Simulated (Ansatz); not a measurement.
Two structures of Si₂H₇Cl, singlet, reached by relaxing down either side of one saddle point (PBE0-D4/def2-TZVP). Energies are electronic, without zero-point energy. Program: Ansatz 0.2.0. Basis: def2-TZVPP and def2-QZVPP. Cores are frozen in the correlated methods. Extrapolation: Hartree–Fock as exp(−7.88 √X), correlation as X^−2.97. First:

Si1  (-0.465, 0.531, -1.193)
Si2  (0.792, -1.068, -0.033)
H3  (-0.348, 0.261, -2.651)
H4  (-1.894, 0.447, -0.797)
H5  (0.052, 1.894, -0.909)
H6  (-0.312, 0.600, 2.305)
Cl7  (-1.052, 1.617, 2.558)
H8  (0.713, -0.849, 1.443)
H9  (0.286, -2.438, -0.306)
H10  (2.227, -0.994, -0.416)
(Å)

Second:

Si1  (-1.251, 1.614, -0.841)
Si2  (1.258, -1.632, 0.717)
H3  (-0.392, 0.430, -1.075)
H4  (-2.613, 1.373, -1.370)
H5  (-0.654, 2.813, -1.471)
H6  (0.637, -0.712, 1.702)
Cl7  (-1.383, 1.934, 1.182)
H8  (2.065, -2.656, 1.428)
H9  (0.196, -2.304, -0.074)
H10  (2.137, -0.860, -0.198)
(Å)

(1) Which bonds change from the first to the second?

(2) Give the saddle point's structure and its height above each. (To be estimated.)

The T1 diagnostic stays at or below 0.014. The end structure is not quite a true minimum (one mode of 40i cm⁻¹).

Results:

(1) Si₂H₆ ([SiH3][SiH3]) + HCl → SiH₃Cl ([SiH3][Cl]) + SiH₄; bonds formed: Si1–Cl7, Si2–H6; bonds broken: Si1–Si2, H6–Cl7.

(2) The calculation gives: 164.9 kJ/mol above the first and 253.5 kJ/mol above the second (CCSD(T) at an estimated basis limit (MP2 extrapolated from triple and quadruple zeta, plus CCSD(T) − MP2 in triple zeta)).
Si1  (-0.639, 0.809, -0.645)
Si2  (0.813, -1.071, 0.294)
H3  (-0.117, 0.016, -1.820)
H4  (-2.096, 0.606, -0.673)
H5  (-0.032, 2.142, -0.792)
H6  (-0.148, 0.269, 0.895)
Cl7  (-0.992, 1.476, 1.829)
H8  (1.127, -1.383, 1.710)
H9  (0.051, -2.169, -0.342)
H10  (2.032, -0.697, -0.457)
(Å)

Labels in which every atom is bracketed show which atoms are joined, not bond orders.

For scale, one of the runs: CCSD(T)/def2-TZVPP, 224 basis functions, launched by `ansatz run in.yaml --threads 4 --pin off --events-out ev --progress --plain --max-ram 9574MiB`. Time: 58 s of wall clock on 4 CPU threads of an Intel Xeon; the host was shared. Peak host memory: 3.2 GiB.
